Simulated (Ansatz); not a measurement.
Energy needed to pull apart Si2H3F (SMILES F[SiH]=[SiH2]), closed shell, into free ground-state atoms, from the structure below (displaced at random from a GFN2-xTB minimum); no zero-point or spin–orbit terms; open-shell atoms are treated unrestricted, in their ground-state multiplicity.

F1  (-1.571, -1.382, 0.710)
Si2  (-0.077, -1.044, 0.088)
Si3  (0.159, 1.149, -0.219)
H4  (-0.041, -2.139, -0.887)
H5  (1.569, 1.459, -0.650)
H6  (0.012, 1.976, 0.964)
(Å)

Computed with Ansatz 0.2.0 (basis: def2-TZVPP); correlated methods freeze the cores.

```tsv
method	atomization energy (kJ/mol)
PBE-D4	1768
BLYP-D4	1762
r2SCAN-D4	1760
PBE0-D4	?
BHLYP-D4	1695
wB97M-V	1748
HF	?
MP2	1709
CCSD	1675
CCSD(T)	1707
```

What does HF give? (To be estimated.)

The calculation gives: 1237 kJ/mol, which is about 471 kJ/mol less than CCSD(T)/def2-TZVPP.

What does PBE0-D4 give? (An estimate is asked for; the value comes from the calculation.)

Computed: 1725 kJ/mol, which is about 17 kJ/mol more than CCSD(T)/def2-TZVPP.

In triple zeta the MP2 and coupled-cluster atomization energies are still short of their basis limit by a few kcal/mol a bond, whereas those of the functionals are nearly converged, so these differences are not deviations from converged CCSD(T).

The T1 diagnostic stays at or below 0.019. The restricted Hartree–Fock reference is unstable towards an unrestricted one here. A large double-excitation amplitude points to some diradical character; no triplet was computed.

For scale, one of the runs: CCSD(T)/def2-TZVPP forces, 157 basis functions (an equivalent command: `ansatz run in.yaml --threads 4`). The run took 46 s on 4 CPU threads (shared host), with 1.9 GiB of host memory at its peak.
